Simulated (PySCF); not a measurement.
## Oxygen: a sound run and one with changed settings

Sound run: O [He] 2s2 2p4, O⁺ [He] 2s2 2p3. Calculation: PySCF 2.14, in 6-31G* (3s2p1d, 14 functions); the non-relativistic Hamiltonian (point nucleus). The sound run starts from symmetry-adapted Hartree-Fock orbitals and uses a fine grid where one is needed.

A second run was set up differently.

```
species  method  sound run (hartree)  changed run (hartree)  converged
      O     UHF            -74.78318              -74.78318        yes
      O     PBE            -74.97241              -74.97785        yes
      O  M06-2X            -75.03133              -75.06240        yes
     O⁺     UHF            -74.34108              -74.34108        yes
     O⁺     PBE            -74.46270              -74.46889        yes
     O⁺  M06-2X            -74.53131              -74.55411        yes
```

Ionisation energy of O:

```
method  sound run (eV)  changed run (eV)
   UHF          12.030            12.030
   PBE          13.870            13.850
M06-2X          13.606            13.831
```

(1) What was changed?
A. basis contracted for another Hamiltonian
B. a valence shell is frozen
C. all electrons correlated in a valence basis
D. radial grid too coarse

## Answers

(1) D. It used radial step 0.5 in ln r (0.13 in the sound run). A coarse radial grid mis-integrates the density and the exchange-correlation energy, with errors of either sign; Hartree-Fock needs no grid.
